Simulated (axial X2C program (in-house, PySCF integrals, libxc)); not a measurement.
**MgCl: cheaper levels and CCSD(T), two-component**

All values were computed with an axial X2C code built on PySCF integrals. Two-component (2c) means X2C with spin–orbit coupling and atomic mean-field two-electron Coulomb and Gaunt terms. Basis: Cl dyall-av3z [9s8p3d2f], Mg dyall-cv3z [9s8p6d3f] (cores contracted in-house); Gaussian nuclei, density fitting, unrestricted open shells. Masses: Cl 34.969 u, Mg 23.985 u.

State: Ω = 1/2 (⟨Sz⟩ = 0.50, ⟨Lz⟩ = 0.00 at HF); fragments Cl + Mg.

```csv
level,Re (Å),ωe (cm⁻¹),De (eV)
PBE0,2.207,456.1,3.36
HF,2.213,465.2,2.82
MP2,2.218,458.5,3.55
CCSD,2.215,460.0,3.11
TPSS,2.224,440.7,3.40
```

Correlated methods: 9 electrons correlated (number of frozen shells: Cl 2 s, 1 p; Mg 2 s, 1 p), 241 virtual spin orbitals or spinors in MP2, 90 natural virtuals in coupled cluster.

CCSD(T), same Hamiltonian and basis:

Re = 2.218 Å, ωe = 456.9 cm⁻¹, De = 3.21 eV; T1 = 0.008 (Lee–Taylor normalisation).

Problem. Give the differences from CCSD(T) in the columns below.

Solution. 

```
level  ΔRe (Å)  Δωe (cm⁻¹)  ΔDe (eV)
 PBE0   -0.011          -1      0.15
   HF   -0.005           8     -0.39
  MP2    0.000           2      0.34
 CCSD   -0.003           3     -0.10
 TPSS    0.006         -16      0.19
```

The state is one determinant whose occupation by symmetry is held fixed; it was picked as the lowest of a PBE0 search that is not exhaustive. Dissociation energies refer to the lowest single-determinant-based atoms at the same level and basis. Density functionals use the spin component along the axis (collinear). CCSD and (T) use frozen natural virtuals with an MP2 correction for the truncation; (T) itself is uncorrected, so its De runs slightly low. The 2c atoms are single determinants rather than J levels; their spin–orbit lowering is only partly caught, and De is too large by that part. This holds for PBE0, TPSS. Without a current term, density functionals place determinants with orbital angular momentum somewhat too high.
